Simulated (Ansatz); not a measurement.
This geometry of Al2ClH2 (5 atoms, charge 0, multiplicity 2) is a first-order saddle point.

Level of theory: UKS PBE0/def2-SVP in Ansatz 0.2.0.

```xyz
5
Properties=species:S:1:pos:R:3
Al -1.223 -0.176 -0.957
Al 0.694 0.615 0.252
Cl 2.628 1.402 0.495
H -2.523 -0.830 -0.287
H 0.424 -1.011 0.497
```

Q: Which two structures does it join? (They come from a converged band through this point; their orientation in space is the band's.)

A: Bonds broken: Al2–H5. Bonds formed: Al1–H5.

Image 0:

```xyz
5
Properties=species:S:1:pos:R:3
Al -1.324 -0.360 -1.028
Al 0.784 -0.092 0.391
Cl 1.869 1.717 0.130
H -2.856 -0.022 -0.691
H 1.527 -1.243 1.199
```

Image 6:

```xyz
5
Properties=species:S:1:pos:R:3
Al -0.654 -0.808 -0.174
Al 0.765 1.172 0.644
Cl 2.276 2.386 -0.219
H -2.164 -0.490 -0.582
H -0.224 -2.259 0.332
```

Q: How far does it lie above each of them?

A: 0.41 eV above the first and 0.47 eV above the second. This is the barrier of this one path; another mechanism may lie lower.

Time of the run: 2.1 min on 1 thread of Intel(R) Xeon(R) 6975P-C (Granite Rapids) (shared host), peak memory 0.19 GiB.
